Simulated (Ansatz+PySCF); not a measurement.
Results of a calculation; reference values are marked as such.
A run of Ansatz (development build ahead of 0.2.0) on doublet NH3(+) at this shape:

```xyz
4

N     0.0000    0.0000    0.0000
H     0.0000   -1.0054   -0.0138
H     0.0000    0.4907    0.8777
H     0.0000    0.5147   -0.8638
```

Its results:

```
Converged                                                          : yes
Reference energy                                                   : -55.90366 hartree
Correlation energy                                                 : -0.17780 hartree
Total energy                                                       : -56.08146 hartree
Spin squared of the determinant                                    : 0.760
Stability test                                                     : minimum
Occupied orbitals by symmetry in an Abelian subgroup (alpha; beta) : 3 A1 1 B1 1 B2; 3 A1 1 B2
```

Forces (eV/Å):
| atom | Fx | Fy | Fz |
| --- | --- | --- | --- |
| N1 | 0.000 | 0.000 | 0.000 |
| H2 | 0.000 | -0.615 | -0.008 |
| H3 | 0.000 | 0.300 | 0.537 |
| H4 | 0.000 | 0.315 | -0.529 |

Q: Which input gives this output? Name the method, the orbitals and the basis set, and write the input.

A: UHF-MP2 in cc-pVTZ.

```yaml
crystal:
  periodic: [false, false, false]
  atoms:
    - { symbol: "N", position_ang: [0.0, 0.0, 0.0] }
    - { symbol: H, position_ang: [0.0, -1.00543, -0.01385] }
    - { symbol: H, position_ang: [0.0, 0.49073, 0.87765] }
    - { symbol: H, position_ang: [0.0, 0.51471, -0.86381] }
basis:
  gaussian: { orbitals: cc-pVTZ }
total_charge: 1
magnetization:
  spin_polarized: true
  initial_magnetization: 1
hamiltonian:
  xc: hf
correlation:
  method: mp2
  frozen_orbitals: { H: 0, "N": 1 }
output:
  forces: true
```
